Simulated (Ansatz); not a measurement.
Steps of a relaxation of `C=CC(C)C` with RKS PBE0-D4/def2-TZVP.

```sh
$ ansatz run in.yaml --threads 4 --pin off --events-out ev --progress --plain --max-ram 10444MiB
```

```yaml
crystal:
  periodic: [false, false, false]
  atoms:
    - {symbol: C, position_ang: [-1.711620, -1.239167, 0.896533]}
    - {symbol: C, position_ang: [-1.048528, -0.484950, 0.003947]}
    - {symbol: C, position_ang: [0.338728, 0.079415, 0.186485]}
    - {symbol: C, position_ang: [1.305067, -0.508583, -0.856779]}
    - {symbol: C, position_ang: [0.317017, 1.616127, 0.115712]}
    - {symbol: H, position_ang: [-2.724462, -1.622751, 0.695823]}
    - {symbol: H, position_ang: [-1.261236, -1.503618, 1.868469]}
    - {symbol: H, position_ang: [-1.533142, -0.241027, -0.961930]}
    - {symbol: H, position_ang: [0.695680, -0.218607, 1.197752]}
    - {symbol: H, position_ang: [2.329891, -0.104231, -0.724253]}
    - {symbol: H, position_ang: [1.357402, -1.613106, -0.780861]}
    - {symbol: H, position_ang: [0.977946, -0.256471, -1.888098]}
    - {symbol: H, position_ang: [-0.050481, 1.963270, -0.873707]}
    - {symbol: H, position_ang: [1.333899, 2.036328, 0.259640]}
    - {symbol: H, position_ang: [-0.348060, 2.046769, 0.890768]}
basis:
  gaussian: {orbitals: def2-TZVP}
hamiltonian: {xc: pbe0, dispersion: d4}
relax: {f_tol: 0.005, max_steps: 150}
```

Positions (Å) and forces (eV/Å) along the path, 8 of 8 steps:

```xyz
15
step=1 energy=-5343.2098 eV
C    -1.712   -1.239    0.897    0.275    0.286   -0.314
C    -1.049   -0.485    0.004   -0.419   -0.315    0.225
C     0.339    0.079    0.186    0.052   -0.095    0.241
C     1.305   -0.509   -0.857    0.124   -0.069   -0.182
C     0.317    1.616    0.116   -0.019    0.219   -0.047
H    -2.724   -1.623    0.696    0.558    0.225    0.086
H    -1.261   -1.504    1.868   -0.229    0.149   -0.518
H    -1.533   -0.241   -0.962    0.227   -0.141    0.504
H     0.696   -0.219    1.198   -0.169    0.140   -0.471
H     2.330   -0.104   -0.724   -0.500   -0.174   -0.038
H     1.357   -1.613   -0.781   -0.044    0.535   -0.019
H     0.978   -0.256   -1.888    0.133   -0.108    0.498
H    -0.050    1.963   -0.874    0.173   -0.192    0.464
H     1.334    2.036    0.260   -0.479   -0.229   -0.065
H    -0.348    2.047    0.891    0.318   -0.230   -0.364
15
step=2 energy=-5343.2721 eV
C    -1.697   -1.226    0.888    0.023    0.035   -0.018
C    -1.041   -0.484    0.003   -0.055   -0.040    0.023
C     0.338    0.075    0.191   -0.009   -0.014    0.015
C     1.296   -0.504   -0.852    0.044   -0.026   -0.035
C     0.314    1.602    0.115   -0.001    0.062    0.005
H    -2.698   -1.603    0.689    0.144    0.053    0.027
H    -1.254   -1.483    1.850   -0.066    0.031   -0.139
H    -1.520   -0.245   -0.952    0.078   -0.035    0.136
H     0.691   -0.220    1.192   -0.056    0.041   -0.149
H     2.308   -0.100   -0.719   -0.139   -0.055   -0.017
H     1.348   -1.596   -0.779   -0.006    0.149   -0.012
H     0.967   -0.249   -1.869    0.038   -0.031    0.149
H    -0.050    1.939   -0.866    0.051   -0.059    0.137
H     1.321    2.016    0.257   -0.137   -0.057   -0.018
H    -0.344    2.027    0.882    0.091   -0.056   -0.104
15
step=3 energy=-5343.2766 eV
C    -1.695   -1.220    0.888    0.015   -0.022   -0.013
C    -1.039   -0.483    0.003    0.012    0.002   -0.001
C     0.337    0.075    0.189    0.001   -0.005    0.009
C     1.294   -0.503   -0.850   -0.011    0.010    0.003
C     0.313    1.599    0.116    0.000   -0.010   -0.005
H    -2.690   -1.598    0.688   -0.009    0.005    0.002
H    -1.252   -1.479    1.845   -0.006    0.012    0.014
H    -1.514   -0.250   -0.950   -0.007    0.007   -0.006
H     0.688   -0.220    1.185    0.004   -0.004    0.011
H     2.302   -0.101   -0.718    0.004    0.003    0.002
H     1.346   -1.591   -0.779   -0.001   -0.005    0.001
H     0.965   -0.248   -1.862    0.000    0.001   -0.011
H    -0.049    1.933   -0.861   -0.003    0.006   -0.008
H     1.316    2.011    0.257    0.006    0.001    0.001
H    -0.343    2.022    0.879   -0.003   -0.001    0.004
15
step=4 energy=-5343.2765 eV rejected
C    -1.693   -1.223    0.886   -0.025    0.052    0.031
C    -1.037   -0.487    0.002    0.005    0.001    0.001
C     0.338    0.073    0.189   -0.001   -0.001   -0.005
C     1.295   -0.501   -0.852   -0.001    0.002    0.003
C     0.312    1.597    0.117   -0.003   -0.004    0.002
H    -2.692   -1.594    0.690    0.002   -0.016   -0.008
H    -1.258   -1.467    1.851    0.011   -0.025   -0.011
H    -1.512   -0.251   -0.951    0.003   -0.011   -0.012
H     0.689   -0.223    1.184    0.004   -0.002    0.005
H     2.302   -0.098   -0.719    0.007    0.002    0.000
H     1.348   -1.590   -0.783    0.001   -0.007   -0.001
H     0.966   -0.245   -1.864   -0.002    0.002   -0.006
H    -0.051    1.932   -0.860   -0.002    0.002   -0.006
H     1.314    2.010    0.258    0.006    0.002    0.001
H    -0.344    2.018    0.881   -0.004    0.003    0.005
15
step=5 energy=-5343.2767 eV
C    -1.695   -1.220    0.888    0.000    0.003    0.002
C    -1.038   -0.485    0.003    0.003   -0.002    0.000
C     0.338    0.074    0.189   -0.001    0.000   -0.002
C     1.294   -0.502   -0.851   -0.002    0.001    0.001
C     0.313    1.598    0.116   -0.001   -0.001    0.001
H    -2.692   -1.596    0.689    0.000    0.000    0.000
H    -1.255   -1.474    1.848   -0.001    0.000   -0.001
H    -1.513   -0.251   -0.951    0.001   -0.002   -0.001
H     0.689   -0.221    1.185    0.001    0.000    0.000
H     2.302   -0.099   -0.718    0.000    0.000    0.000
H     1.347   -1.590   -0.781    0.001   -0.001   -0.001
H     0.965   -0.246   -1.863    0.000    0.000    0.000
H    -0.050    1.932   -0.861    0.000    0.000    0.000
H     1.315    2.011    0.257    0.000    0.000    0.000
H    -0.343    2.020    0.880    0.000    0.000    0.000
15
step=6 energy=-5343.2767 eV
C    -1.695   -1.220    0.888   -0.002    0.004    0.002
C    -1.037   -0.485    0.003    0.001   -0.002    0.000
C     0.338    0.073    0.189   -0.001    0.000   -0.001
C     1.295   -0.502   -0.852    0.000    0.001    0.000
C     0.313    1.597    0.116   -0.001    0.000    0.001
H    -2.692   -1.596    0.689    0.000    0.000    0.000
H    -1.256   -1.472    1.849    0.000   -0.001    0.000
H    -1.512   -0.252   -0.951    0.001   -0.002   -0.001
H     0.689   -0.222    1.185    0.001   -0.001    0.000
H     2.302   -0.099   -0.718    0.000    0.000    0.000
H     1.347   -1.590   -0.782    0.000    0.000    0.000
H     0.965   -0.246   -1.863    0.000    0.000    0.000
H    -0.051    1.932   -0.860    0.000    0.000    0.000
H     1.315    2.010    0.257    0.000    0.000    0.000
H    -0.343    2.020    0.880    0.000    0.000    0.000
15
step=7 energy=-5343.2768 eV
C    -1.697   -1.216    0.890   -0.003    0.004    0.001
C    -1.036   -0.488    0.002   -0.005   -0.003   -0.001
C     0.339    0.071    0.188    0.002    0.002    0.001
C     1.296   -0.501   -0.854    0.003   -0.001   -0.002
C     0.312    1.595    0.118    0.000    0.004    0.001
H    -2.694   -1.592    0.690    0.000   -0.001    0.000
H    -1.262   -1.463    1.854    0.002   -0.001   -0.001
H    -1.507   -0.261   -0.955    0.001   -0.002    0.001
H     0.692   -0.225    1.184   -0.001   -0.001   -0.001
H     2.303   -0.097   -0.720    0.000    0.000    0.000
H     1.350   -1.589   -0.787   -0.001    0.001    0.001
H     0.966   -0.242   -1.865    0.000    0.000    0.001
H    -0.053    1.931   -0.858    0.000    0.000    0.000
H     1.313    2.010    0.259    0.000    0.000    0.000
H    -0.344    2.016    0.883    0.000   -0.001    0.000
15
step=8 energy=-5343.2768 eV
C    -1.697   -1.215    0.890   -0.002    0.001    0.001
C    -1.035   -0.489    0.001   -0.002   -0.001   -0.001
C     0.339    0.071    0.188    0.001    0.001    0.001
C     1.296   -0.500   -0.854    0.002    0.000   -0.001
C     0.311    1.595    0.119    0.000    0.001    0.000
H    -2.694   -1.590    0.690    0.000   -0.001    0.000
H    -1.263   -1.460    1.855    0.002    0.000   -0.001
H    -1.506   -0.264   -0.956    0.000   -0.001    0.001
H     0.692   -0.225    1.183   -0.001   -0.001    0.000
H     2.304   -0.097   -0.720    0.000    0.000    0.000
H     1.351   -1.589   -0.788    0.000    0.000    0.000
H     0.966   -0.241   -1.865    0.000    0.000    0.000
H    -0.054    1.931   -0.857    0.000    0.000    0.000
H     1.313    2.010    0.259    0.000    0.000    0.000
H    -0.345    2.014    0.884    0.000    0.000    0.000
```

Run time 33 s (4 threads of an Arm Neoverse V1 on a shared host); peak host memory 0.55 GiB.
